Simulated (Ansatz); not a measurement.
## Exact exchange and the HOMO–LUMO gap of CHFO

CHFO has 4 atoms, charge 0, and is taken as a singlet. SMILES: `O=CF`. The coordinates come from a PBE0-D4/def2-TZVP relaxation.

The HOMO–LUMO gap y, in eV, basis def2-TZVPP; a is the functional's share of exact exchange. Programs: Ansatz 0.2.0.

| functional | program | a | y (eV) |
| --- | --- | --- | --- |
| PBE | Ansatz | 0 | 5.69 |
| BLYP | Ansatz | 0 | 5.70 |
| B3LYP | Ansatz | 0.2 | ? |
| PBE0 | Ansatz | 0.25 | 8.64 |
| BHLYP | Ansatz | 0.5 | 11.60 |

Task: Fit y = c + s·a to the known rows and predict B3LYP.

Result: 
1. Means of the 4 rows: a = 0.1875, y = 7.908.
2. Σ(Δa)² = 0.17188, Σ(Δa·Δy) = 2.0294, so the slope is 2.0294/0.17188 = 11.807.
3. Intercept: 7.908 − (11.807) × 0.1875 = 5.694. The largest residual of the fit is 0.006.
4. B3LYP: 5.694 + (11.807) × 0.2 = 8.06 eV.

The run gave 8.05 eV, so the prediction is off by +0.01 eV, at the rounding of the table. Exact exchange lowers occupied levels and raises empty ones.
